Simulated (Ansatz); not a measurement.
```yaml
crystal:
  periodic: [false, false, false]
  atoms:
    - {symbol: C, position_ang: [-0.010141, -0.004991, -0.001708]}
    - {symbol: C, position_ang: [0.896890, -0.914063, 0.015986]}
    - {symbol: C, position_ang: [-0.854708, 0.990106, -0.013634]}
basis:
  gaussian: {orbitals: cc-pVTZ-DK}
hamiltonian: {xc: {name: PBEsol}, dispersion: d3bj}
scf: {lower_state_search: light}
output: {forces: true}
```

```sh
$ ansatz run in.yaml --threads 4 --pin off --events-out ev --progress --plain --max-ram 3916MiB
```

Shortened log:

```
Functional definition: PBEsol
495 factors; their error is unknown
mean field evaluation 1: about -3084.2745 eV, gradient 4.2e1 eV
mean field evaluation 2: about -3075.7326 eV, gradient 6.9e1 eV
mean field evaluation 4: about -3087.4425 eV, gradient 1.5e1 eV
mean field evaluation 8: about -3088.0565 eV, gradient 1.5e-1 eV
mean field evaluation 16: about -3088.0463 eV, gradient 2.8e-5 eV
mean field -3088.04630781 eV, -113.4836086591 hartree, gradient 2.8e-5 eV, S^2 0.000000; 0 other end points of the search recorded, 0 dependent functions left out
reference -3088.04633577 eV, -113.4836096867 hartree; 9, 9 occupied and 81, 81 virtual orbitals, 495 factors
Total energy: -3088.06303682 eV, -113.4842234387 hartree
Relativity: scalar
Atom 0 at    -0.010141    -0.004991    -0.001708 Å, force    -0.961454     0.981090    -0.018221 eV/Å
Atom 1 at     0.896890    -0.914063     0.015986 Å, force     0.758101    -0.750974     0.015059 eV/Å
Atom 2 at    -0.854708     0.990106    -0.013634 Å, force     0.203354    -0.230116     0.003162 eV/Å
Dipole moment:    -0.034873     0.002943    -0.001660 e Å
```

It took 0.35 s on 4 threads of Arm Neoverse V2 on a shared host.

DK, ANO-RCC and x2c sets are all-electron and run with scalar relativity unless a key says otherwise.
